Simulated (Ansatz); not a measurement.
Ideal-gas functions of `O=CC#CF` at 800 K and 1 bar, from an Ansatz frequency run at PBE0-D4/def2-TZVP.

Molar mass 72.04 g/mol, point group Cs (symmetry number 1), electronic degeneracy 1, moments of inertia 8.356, 237.993, 246.349 u Å². Harmonic wavenumbers (cm⁻¹, unscaled): 137, 180, 395, 452, 558, 842, 1014, 1320, 1419, 1795, 2430, 2964.

Use S(trans) = R[1.5 ln M + 2.5 ln T − 1.1517]; rotational temperatures θ = 24.2544 K / I; S(rot) = R[ln(√π/σ · √(T³/θAθBθC)) + 1.5]; for each mode x = 1.438777 ν̃/T, S = R[x/(eˣ − 1) − ln(1 − e⁻ˣ)] and H = RT x/(eˣ − 1); 1 cm⁻¹ = 0.0119627 kJ/mol; R = 8.31446 J/(mol·K).

Problem. By hand: the entropy, in J/(mol·K).

Solution. Translation 182.7. Rotation: θ = 2.9026, 0.1019, 0.0985 K, giving 115.3. Vibration, mode by mode: 19.98, 17.73, 11.33, 10.26, 8.63, 5.62, 4.38, 2.84, 2.47, 1.44, 0.57, 0.26, in all 85.5. Electronic 0.0. Sum 383.5 J/(mol·K).

Problem. By hand: H − E and G − E in kJ/mol, counted from the electronic energy.

Solution. Zero-point energy ½ × 13506 × 0.0119627 = 80.8; thermal vibration 33.9; translation, rotation and pV give 4 RT = 26.6. H − E = 141.3 kJ/mol, and G − E = 141.3 − 800 × 383.5/1000 = -165.5 kJ/mol.

Vibration gives 22 % of the entropy, 20.0 J/(mol·K) of it from the mode under 150 cm⁻¹: soft modes count most, and the harmonic formula is weakest for them.
